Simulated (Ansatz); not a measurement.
Relaxed structures of Si2H4S, closed shell (PBE0-D4/def2-TZVP; forces vanish, vibrations not checked; lower isomers may exist, and structures with a doubtful reference or unclear bonds are left out; Å). Computed with Ansatz 0.2.0 (basis: def2-TZVPP); correlated methods freeze the cores.

Q: Rank them by CCSD(T) energy, lowest first, and give each one's height above the lowest. Links in brackets join atoms within 1.22 times the sum of their covalent radii (1.1 for two metals). (Judge from chemistry; the value comes from the calculation.)
A.
Si₂H₄S ([SiH3][SiH][S])
```
7
angstrom
Si -0.8375 0.5269 -0.3154
Si 1.0566 -0.6831 0.3466
S 1.8253 -0.6539 2.1359
H -1.8654 -0.4283 -0.8100
H -0.4572 1.4353 -1.4307
H -1.3566 1.3027 0.8355
H 1.6348 -1.4997 -0.7619
```
B.
Si₂H₄S ([SiH]1[SiH2][SH]1)
```
7
angstrom
Si -0.7865 0.1675 -0.9479
Si 0.6754 -0.7969 0.5677
S 0.0601 1.5253 0.6280
H -2.2597 0.2245 -0.7458
H -0.4615 0.8349 -2.2358
H -0.9757 1.4198 1.4794
H 1.7581 -0.3069 -0.3900
```
C.
a complex of Si₂H₂ ([H]1[Si][SiH]1) + H₂S
```
7
angstrom
Si 1.4437 0.5439 2.0762
Si 1.6821 -0.6160 0.3395
S -1.6232 0.3286 -0.7731
H -2.5207 0.7294 -1.6908
H -0.9832 1.5052 -0.7815
H 0.5744 -0.8327 1.5267
H 1.5252 -1.7182 -0.6532
```
D.
Si₂H₄S ([SiH2][SiH][SH])
```
7
angstrom
Si -0.7054 0.5186 -0.1747
Si 0.7166 -0.9419 0.6113
S 1.7618 -0.6666 2.4351
H -1.5689 -0.1110 -1.2126
H 2.9385 -1.1189 1.9701
H -1.5292 1.1629 0.8846
H 1.5467 -1.7554 -0.3132
```

A: The calculation gives: A (0.0 kJ/mol), B (69.0 kJ/mol), D (91.6 kJ/mol), C (285.4 kJ/mol). Heights count from the lowest.

No T1 diagnostic of these runs exceeds 0.018. The restricted Hartree–Fock reference is unstable towards an unrestricted one at one or more of these structures. A large double-excitation amplitude points to some diradical character; no triplet was computed.

For scale, one of the runs: CCSD(T)/def2-TZVPP, 182 basis functions, launched by `ansatz run in.yaml --threads 2 --pin off --events-out ev --progress --plain --max-ram 4352MiB`. The run took 42 s on 2 CPU threads of an Arm Neoverse N1 (shared host), with 1.5 GiB of host memory at its peak.
